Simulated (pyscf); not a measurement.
H₃Si–SiH(SiH₃)–SiH₃ (SMILES [SiH3][SiH]([SiH3])[SiH3]) + H• (SMILES [H]) → H₃Si–Si•(SiH₃)–SiH₃ (SMILES [SiH3][Si]([SiH3])[SiH3]) + H₂ (SMILES [H][H]), a hydrogen abstraction (doublet surface; H–Si broken, H–H formed). Structures and frequencies: ωB97X-D3(BJ)/def2-SVP in PySCF. Energies in kJ/mol from the separated reactants.

Small-basis levels: PySCF, no dispersion term, spherical d functions. AM1 to PM7: differences of heats of formation from MOPAC. Open shells are spin-unrestricted. 

| level | barrier | reaction energy |
|---|---|---|
| HF/6-31G* | 37.3 | -58.9 |
| BP86/6-31G* | -8.4 | -106.6 |
| B3LYP/STO-3G | -5.6 | -92.8 |
| B3LYP/3-21G | -2.9 | -101.9 |
| B3LYP/LANL2DZ | -1.5 | -102.1 |
| B3LYP/6-31G* | 0.7 | -98.6 |
| M06-2X/6-31G* | 16.4 | -87.9 |
| PM6 | -43.9 | -243.3 |
| PM7 | -28.9 | -297.9 |
| ωB97M-D3(BJ)/def2-TZVP | 12.9 | -83.7 |

Against the last row the barrier runs from -56.9 (PM6) to +24.4 kJ/mol (HF/6-31G*). At BP86/6-31G*, B3LYP/STO-3G, B3LYP/3-21G, B3LYP/LANL2DZ, PM6, PM7 this geometry lies under one side, so the entry may be no barrier of that level: it is a single point on another level's saddle. ωB97M-D3(BJ)/def2-TZVP has limits of its own. This is the saddle that the search found; another between the same sides may lie lower. The angle at the transferred H is 180°.
